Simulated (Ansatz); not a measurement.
Consider the substitution at a C–C bond: `CCC1CO1` + H₂S → `SCC1CO1` + CH₄.

Calculated with Ansatz (gas phase, PBE0-D4/def2-TZVP geometries, no zero-point term in ΔE). CBS: MP2 limit from def2 TZ/QZ plus the TZ coupled-cluster correction, frozen cores. This one scheme is used for every species. Functionals use def2-TZVPP. Each species was taken in one conformer, which may not be the lowest.

| level | ΔE (kcal/mol) |
| --- | --- |
| LDA (SPW92) | 0.7 |
| r2SCANh-D4 | 0.0 |
| ωB97M-V | 0.5 |
| B2PLYP | 0.2 |
| HF/def2-SVP | 3.6 |
| MP2/def2-SVP | 2.2 |
| CCSD/def2-SVP | 3.2 |
| HF/def2-QZVPP | 1.8 |

**Question.** What does CCSD(T)/CBS give? (Estimate.)

**Answer.** Ansatz gave: +0.5 kcal/mol. The listed levels differ from it by 0.2, -0.5, 0.0, -0.3, 3.1, 1.7, 2.7, 1.3 kcal/mol.

Largest T1 diagnostic among the species: 0.011.

Leaving LDA and LC-ωPBE aside and taking each functional with its dispersion term where it has one, the values, not all of them listed here, spread over 1.6 kcal/mol, from BLYP-D4 to CAM-B3LYP-D4. LDA lies +1.0 kcal/mol from PBE without D4. From PBE to PBE0 (25 % exact exchange), in def2-TZVPP and without D4, ΔE moves by +0.7 kcal/mol.

CCSD(T)/CBS has its own doubt, a few kJ/mol and more with outer-core shells, so smaller differences from it don't rank the levels.
